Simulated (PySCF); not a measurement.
CH3SiH2, optimised at GFN2-xTB:

```xyz
7

C     -0.8276    -0.0818    -0.0455
Si     1.0387     0.0482    -0.3373
H     -1.3704     0.6836    -0.5934
H     -1.2129    -1.0486    -0.3580
H     -1.0644     0.0402     1.0108
H      1.5731     1.3701    -0.0341
H      1.7913    -1.0300     0.2922
```

Energies from PySCF (xtb for GFN2), thermal terms from the rigid-rotor harmonic-oscillator model, ideal gas at 1 bar. 6-31G* has spherical d functions here. Open shells (unrestricted): CH3SiH2 (multiplicity 2). GFN2 has no spin-polarisation term. B3LYP is the form with VWN-RPA correlation. CH3SiH2: computed as isolated molecules; such fragments, hydroxides, amides, oligomers or adducts are transient or little studied in the gas.

Problem. List the harmonic frequencies (cm⁻¹, unscaled) at this level and at the other levels, each on its own geometry.

Solution. 
- GFN2-xTB: 148, 487, 504, 739, 772, 834, 838, 1370, 1490, 1491, 2289, 2303, 2987, 3033, 3036
- B3LYP/6-31G*: 176, 527, 569, 678, 862, 903, 938, 1320, 1488, 1494, 2194, 2220, 3043, 3117, 3137
- HF/6-31G*: 185, 567, 638, 720, 944, 969, 1017, 1447, 1606, 1607, 2342, 2351, 3191, 3260, 3273
- PBE/def2-SVP: 183, 503, 532, 674, 801, 851, 895, 1206, 1376, 1381, 2121, 2148, 2969, 3064, 3087
- PBE0/def2-TZVP: 182, 521, 560, 701, 834, 881, 928, 1268, 1444, 1447, 2188, 2210, 3046, 3126, 3146
